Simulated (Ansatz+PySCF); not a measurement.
Two shapes of singlet CO₂.

Shape 1:

```xyz
3

O     0.0000    0.0000   -1.1593
C     0.0000    0.0000    0.0000
O     0.0000    0.0000    1.1593
```

Shape 2:

```xyz
3

O     0.0000    0.0000   -1.2521
C     0.0000    0.0000    0.0000
O     0.0000    0.0000    1.2521
```

Basis set: def2-SVP (spherical functions). Left uncorrelated: 3 orbitals. Charge 0, multiplicity 1.

Computed with Ansatz (development build ahead of 0.2.0); each method stands on the lowest determinant of its kind that the runs found.

Question: Which shape is lower in energy, and by how much in each method?

Answer:

| method | E(2) − E(1) (eV) |
| --- | --- |
| RHF | 1.364 |
| UHF | 1.364 |
| RHF-MP2 | 0.591 |
| RHF-CCSD(T) | 0.642 |
| UHF-CCSD(T) | 0.642 |

Shape 1 is lower.
